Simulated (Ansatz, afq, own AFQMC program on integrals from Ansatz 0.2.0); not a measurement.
Integrals from Ansatz 0.2.0, then the random walk in our own AFQMC program (afq).

```yaml
crystal:
  periodic: [false, false, false]
  atoms:
    - {symbol: Si, position_ang: [0.000000, -0.029760, 0.504488]}
    - {symbol: N, position_ang: [0.000000, 0.114205, -1.081764]}
    - {symbol: H, position_ang: [0.000000, -1.262006, 1.342706]}
    - {symbol: H, position_ang: [0.000000, 1.204545, 1.315030]}
    - {symbol: H, position_ang: [0.000000, -0.700331, -1.682342]}
basis:
  gaussian: {orbitals: cc-pVDZ}
magnetization: {spin_polarized: true, initial_magnetization: 0}
correlation: {method: ccsd_t, electrons: outside_noble_gas, hamiltonian_folder: ham}
```

```sh
$ ansatz run in.yaml --threads 1 --pin off --events-out ev --progress --plain --max-ram 1382MiB
```

afq runs on the folder ham with

```
--method free --trial mp1 --walkers 100 --time-step 0.01 --max-blocks 12 --target-error 0.00084 --factor-cut 1e-05 --seed 4274 --times 0.0,0.5,1.0,2.0,3.0,4.0 --taylor-order 10
```

Times are imaginary, in 1/Eh. The walk had a cap of 90 s.

```
orbitals 41  electrons 6 6  factors 318 of 449
reference energy -345.07139802 Eh
CCSD correlation -0.29743622 Eh in 12 cycles, weight of the determinant in the CISD state 0.8679
repeat  energy at the last time / Eh  error
    10  -345.375239  0.004602
time / (1/Eh)  energy / Eh  error  mean overlap
  0.00  -345.368736  0.000540  1.1190
  0.50  -345.377624  0.000747  1.1265
  1.00  -345.380037  0.000790  1.1318
  2.00  -345.382396  0.001615  1.1235
  3.00  -345.383471  0.001722  1.1382
  4.00  -345.375239  0.004602  1.1915
energy -345.375239 +/- 0.004602 Eh
```

The time cap ended the run before it passed its tests.

Against this walk (error 125.2 meV) on the same determinant: CCSD(T) 115.5 meV lower (within the noise), CCSDT(Q) 168.1 meV lower (within the noise). The error is statistical, and a free projection of finite length keeps a remainder of its start.

A setting was made bad on purpose (too few blocks), so the walk's energy isn't to be trusted.

Cautions: remainder of the start not in the error; phase noise grows fast; error above the target (125.2 against 22.9 meV); higher spins were not checked; an unrestricted solution with more broken spin lies lower (10 meV, ⟨S²⟩ 0.13), while this determinant keeps restricted orbitals; raised T1 diagnostic (T1 0.020, weight of the determinant 0.87, largest double 0.12).

CCSDT and higher add their correlation energy to the determinant of the CCSD(T) run, since their own runs factorise the integrals more tightly (a shift of under 2 meV). A walk keeps the symmetry of its determinant, which the program's search chose and which needn't be the lowest solution, so a lower state of the same spin and another symmetry isn't excluded.
